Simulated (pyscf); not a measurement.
PySCF, gas phase, ωB97X-D3(BJ)/def2-SVP geometries.

Q: PBE/def2-TZVP puts the barrier of H₄O₃Si₂ (SMILES O[SiH]1O[SiH2]O1) + H₂ (SMILES [H][H]) → HO–SiH₂–O–SiH₂–OH (SMILES O[SiH2]O[SiH2]O) (concerted two-bond exchange; singlet surface; O–Si, H–H broken, H–O, H–Si formed) at 1.89 eV and the reaction energy at -0.15 eV, from the separated reactants. What do B3LYP-D3(BJ)/def2-TZVP, PBE0-D3(BJ)/def2-TZVP, ωB97M-D3(BJ)/def2-TZVP give on the same structures?

A: B3LYP-D3(BJ): ΔE‡ = 2.12 eV, ΔE = -0.29 eV; PBE0-D3(BJ): ΔE‡ = 1.96 eV, ΔE = -0.26 eV; ωB97M-D3(BJ): ΔE‡ = 2.11 eV, ΔE = -0.24 eV. PBE's barrier lies under all of them, by 0.07 to 0.23 eV. Its reaction energy lies over all of them, by 0.08 to 0.13 eV. On the reactant side the descent ends in an adduct with a Si–Si contact, 0.02 eV over the separated species and 2.13 eV under the saddle at ωB97X-D3(BJ)/def2-TZVP. cyclic H₄O₃Si₂ (SMILES O[SiH]1O[SiH2]O1) is closed by a dative Si–Si contact. This is the saddle that the search found; another between the same sides may lie lower.
